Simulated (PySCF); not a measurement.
Compound: phosphabenzene, C₅H₅P.
Bonds: C1–C2 (aromatic), C2–C3 (aromatic), C3–P4 (aromatic), P4–C5 (aromatic), C5–C6 (aromatic), C1–C6 (aromatic). Hydrogens: H7 on C1; H8 on C2; H9 on C3; H10 on C5; H11 on C6.

A GFN2-xTB structure was refined with PySCF 2.14.0, PBE0-D3(BJ)/def2-SVP geometry optimisation, gas phase. Its GFN2-xTB values:

| coordinate | GFN2-xTB |
| --- | --- |
| C1–C2 | 1.386 Å |
| C1–H7 | 1.081 Å |
| C2–C3 | 1.379 Å |
| C2–H8 | 1.083 Å |
| C3–P4 | 1.734 Å |
| C3–H9 | 1.083 Å |
| C5–C6 | 1.379 Å |
| C1–C2–C3 | 123.4° |
| C2–C1–C6 | 122.5° |
| C2–C3–P4 | 125.4° |
| C3–P4–C5 | 99.9° |

Question: How do these coordinates change at the PBE0-D3(BJ)/def2-SVP level?

Answer: 
```csv
coordinate,PBE0-D3(BJ)/def2-SVP (Å or °),change
C5–C6,1.391,+0.012
C2–C3,1.391,+0.012
C1–H7,1.093,+0.012
C3–H9,1.095,+0.012
C2–H8,1.095,+0.012
C1–C2,1.396,+0.010
C3–P4,1.738,+0.004
C3–P4–C5,100.1,+0.2
C1–C2–C3,123.2,-0.2
C2–C1–C6,122.6,+0.1
C2–C3–P4,125.5,+0.1
```

The energy falls by 0.027 eV over 5 energy and gradient evaluations, the largest force component goes from 0.0087 to 8.2e-05 Eh/bohr, and the atoms move by 0.016 Å rms after alignment. Among the bonds, C2–C3, C5–C6, C1–H7, C2–H8, C3–H9, C5–H10 and C6–H11 change most and about equally (+0.012 Å). Bonds longer at the end by more than 0.005 Å: 9 of 11; shorter: 0. Rotational constants go from 5174, 3533, 2100 to 5114, 3494, 2076 MHz.

The run used 113 basis functions and 28 SCF cycles in all. On an Intel Xeon 6975P-C with one thread, no GPU (shared host), this took 14 s and 0.48 GiB of memory at its peak.

Whether it is a minimum is left open (no frequencies).
